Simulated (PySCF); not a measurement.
# Bonding in `C=C[CH-]C#N`

Species: C4H4N (charge -1).
Atom-mapped SMILES: `[CH2:1]=[CH:2][CH-:3][C:4]#[N:5]` (hydrogens: H6, H7 on C1; H8 on C2; H9 on C3)

Geometry (GFN2-xTB, Å), atoms numbered from 1 in this order:
```xyz
9
C4H4N angstrom
C     -1.6080   -0.1776    0.3681
C     -0.2834    0.0986    0.4333
C      0.6696   -0.0749   -0.5816
C      1.9889    0.2316   -0.4312
N      3.1253    0.4884   -0.3214
H     -2.0631   -0.5788   -0.5270
H     -2.2709   -0.0099    1.2059
H      0.0979    0.5015    1.3729
H      0.3573   -0.4729   -1.5442
```

Bond orders from the PBE0/pcSseg-1 density (PySCF). The structure is a single GFN2-xTB conformer in the gas phase; no vibrational or solvent corrections. The pcSseg-1 basis has no diffuse functions, a weakness for an anion. The HOMO energy is positive at this level (+0.34 eV), so the outermost electrons may be held by the finite basis alone.

Problem. How far do the computed orders between heavy atoms stray from the drawn ones?

Solution. The largest departure is 0.306, at C2–C3 (drawn single, 1.306). Drawn single, order above 1.12: C2–C3 (1.306) and C3–C4 (1.243). The SMILES, with its formal charges, is one Lewis structure only.

Problem. Give the Mayer order of every bond between heavy atoms, beside its length.

Solution. 
| bond | drawn as | length (Å) | Mayer order |
| --- | --- | --- | --- |
| C1–C2 | double | 1.355 | 1.719 |
| C2–C3 | single | 1.403 | 1.306 |
| C3–C4 | single | 1.363 | 1.243 |
| C4–N5 | triple | 1.170 | 2.949 |

By pair of heavy elements: C–C: lowest C3–C4 (1.243, 1.363 Å), highest C1–C2 (1.719, 1.355 Å); in 1 of the 3 pairs the longer bond (by over 0.003 Å) has the higher order (by 0.02 or more).

Problem. And the bonds to hydrogen?

Solution. C–H: 0.95 to 0.96 (4 bonds).

Problem. Sum the orders of all bonds at each heavy atom with more than one neighbour and set the sums beside the valence in the SMILES.

Solution. C1 3.643 (drawn 4), C2 3.985 (drawn 4), C3 3.498 (drawn 3), C4 4.192 (drawn 4). Orders between atoms that aren't bonded are not in these sums.

For a closed shell the Mayer order of atoms A and B is Σ (PS)μν (PS)νμ over the basis functions μ on A and ν on B, with P the density and S the overlap matrix.

These values come from a run that also computed NMR shieldings. The run took 35 s wall, 18 s CPU on an Intel Xeon at 2.50 GHz with one thread (shared host), and the process peaked at 0.46 GiB of memory.
